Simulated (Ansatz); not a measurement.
## 2H WSe2: smallest direct gap on the k points sampled by level of theory

No measured value is used here.

```json
[
 {"level (code)": "LDA (Ansatz)", "value (eV)": "1.53"},
 {"level (code)": "PBE (Ansatz)", "value (eV)": "1.55"},
 {"level (code)": "r²SCAN (Ansatz)", "value (eV)": "1.67"},
 {"level (code)": "r²SCAN+SOC (Ansatz)", "value (eV)": "?"},
 {"level (code)": "B3LYP (VWN-RPA form) (Ansatz)", "value (eV)": "2.42"}
]
```

### Question
Some entries are withheld; supply them.

### Answer

- r²SCAN+SOC (Ansatz, a first-principles code), value (eV): 1.45

At these levels the smallest gap is indirect and lower: LDA 0.90, PBE 0.95, r²SCAN 1.07, r²SCAN+SOC 1.00, B3LYP (VWN-RPA form) 1.87 eV. Computed values are for a static lattice. Spin–orbit coupling is included only where a level's name says +SOC; with heavier elements it mostly lowers gaps and can invert bands. The crystal itself was run without spin with LDA, PBE, r²SCAN, B3LYP (VWN-RPA form); a magnetic state was not tried in these runs. Values are at the measured cell. Cutoffs and k meshes differ between the levels. Ansatz's density-functional and Hartree–Fock values are scalar-relativistic unless marked +SOC, with PAW data made under PBE.
